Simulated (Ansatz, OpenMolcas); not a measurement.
**SiH3Cl (chlorosilane): the energy, rung by rung**

SiH3Cl has 5 atoms, charge 0, and is taken as a singlet. As SMILES, `[SiH3]Cl`. The shape is that of a PBE0-D4/def2-TZVP optimisation.

```xyz
5

Si   -0.1120    0.0186   -0.0309
Cl    1.8383   -0.5135    0.3299
H    -0.9509   -0.4883    1.0791
H    -0.5347   -0.5857   -1.3149
H    -0.1908    1.4954   -0.1047
```

Each level gives the energy change with the Si1–H4 bond stretched from 1.481 to 1.851 Å (eV). The values are calculated.

```tsv
level	kind	program	value (eV)	less FCI/STO-3G	CPU time (all runs)
SVWN5/STO-3G (restricted)	LDA	Ansatz	1.20	-0.03	1.5 s
PBE/STO-3G (restricted)	GGA	OpenMolcas	1.16	-0.07	7.5 s
BHLYP/STO-3G (restricted)	global hybrid	Ansatz	1.45	+0.22	2 s
M06-2X/STO-3G (restricted)	hybrid meta-GGA	OpenMolcas	1.39	+0.16	8.7 s
wB97X/STO-3G (restricted)	range-separated hybrid	Ansatz	1.38	+0.15	9.5 s
BCCD(T)/STO-3G (restricted)	coupled cluster or CI	Ansatz	1.23	0.00	0.41 s
CCSD(T)/STO-3G (restricted)	coupled cluster or CI	Ansatz	1.23	0.00	0.39 s
CCSDT/STO-3G (restricted)	coupled cluster or CI	Ansatz	1.23	0.00	0.48 s
FCI/STO-3G	exact in the basis	Ansatz	1.23	0.00	1.1 s
```

FCI/STO-3G is exact within its basis and frozen core, so for wave-function methods in that basis the difference is their error; functionals converge differently with the basis, so for them it is only a difference. The first shape isn't each level's own minimum. The values span 1.16 to 1.45 eV. All rows use very small basis sets, so even the best lies far from the true value. Times are those of the runs behind each value, whatever else they computed, on shared processors of several kinds: orders of magnitude only.
